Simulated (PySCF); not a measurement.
Broadened absorption spectrum of 3-methyl-2-butanol

Species: 3-methyl-2-butanol, C5H12O.
Geometry (GFN2-xTB, Å), atoms numbered from 1 in this order:
```
atom  x, y, z in Å
C1    -1.3427    1.3737   -0.2015
C2    -0.5030    0.2049    0.3133
C3    -1.2688   -1.1045    0.1453
C4     0.8558    0.1762   -0.4157
C5     1.7459   -0.9774    0.0521
O6     1.5317    1.4092   -0.2667
H7    -2.2335    1.5033    0.4086
H8    -1.6499    1.1895   -1.2285
H9    -0.7649    2.2943   -0.1787
H10   -0.3047    0.3614    1.3823
H11   -2.2587   -1.0111    0.5864
H12   -1.3852   -1.3402   -0.9103
H13   -0.7584   -1.9306    0.6327
H14    0.6851    0.0903   -1.4944
H15    1.8043   -0.9966    1.1396
H16    1.3653   -1.9312   -0.2984
H17    2.7482   -0.8397   -0.3472
H18    1.7249    1.5348    0.6696
```

The calculation used PySCF 2.14.0, density-fitted response routines, TDDFT PBE0/def2-SVPD, vertical, gas phase, core orbitals frozen in the response.

Broadening: Gaussians 0.25 eV wide at half height, area fixed by f = 4.319×10⁻⁹ ∫ε dν̃. The width is an assumption, not a result. The curve ends short of the highest state used, and states not computed would add to its high-energy end.

(E (eV), ε (L mol⁻¹ cm⁻¹)): (6.61, 2), (6.64, 6), (6.67, 13), (6.70, 30), (6.73, 61), (6.76, 115), (6.80, 236), (6.83, 370), (6.86, 534), (6.89, 713), (6.92, 878), (6.95, 999), (6.98, 1049), (7.01, 1017), (7.05, 862), (7.08, 694), (7.11, 515), (7.14, 354), (7.17, 224), (7.20, 131), (7.23, 71), (7.26, 35), (7.29, 16), (7.33, 5), (7.36, 3), (7.39, 3), (7.42, 6), (7.45, 13), (7.48, 26), (7.51, 47), (7.54, 80), (7.58, 141), (7.61, 197), (7.64, 255), (7.67, 307), (7.70, 344), (7.73, 366), (7.76, 381), (7.79, 405), (7.83, 501), (7.86, 660), (7.89, 919), (7.92, 1289), (7.95, 1759), (7.98, 2301), (8.01, 2870), (8.04, 3417), (8.07, 3893), (8.11, 4350), (8.14, 4530), (8.17, 4562), (8.20, 4449), (8.23, 4201), (8.26, 3832), (8.29, 3365), (8.32, 2827)

Task: Locate the maxima and give the states behind the curve.

Result: 178 nm (6.98 eV), ε about 1000, made up of S1 (100%); 152 nm (8.16 eV), ε about 4600, made up of S3 (18%), S4 (58%) and S5 (24%) (ε in L mol⁻¹ cm⁻¹; maxima over ε = 5, shares over 10%). The states used: S1 6.98 eV (f 0.0097); S2 7.72 eV (f 0.0031); S3 8.03 eV (f 0.016); S4 8.15 eV (f 0.025); S5 8.29 eV (f 0.020); S6 8.82 eV (f 0.029); S7 8.91 eV (f 0.011); S8 8.92 eV (f 0.0041).

Task: What would ε be at 8.16 eV, the highest of these maxima, with half the width (0.125 eV)?

Result: About 5710 L mol⁻¹ cm⁻¹ against 4570, a factor of about 1.2; a lone state at its own centre would give exactly 2.

Task: Coming from long wavelengths, where does ε first pass 100 L mol⁻¹ cm⁻¹?

Result: At about 184 nm (6.75 eV), 0.23 eV below S1.

One conformer stands for the species.
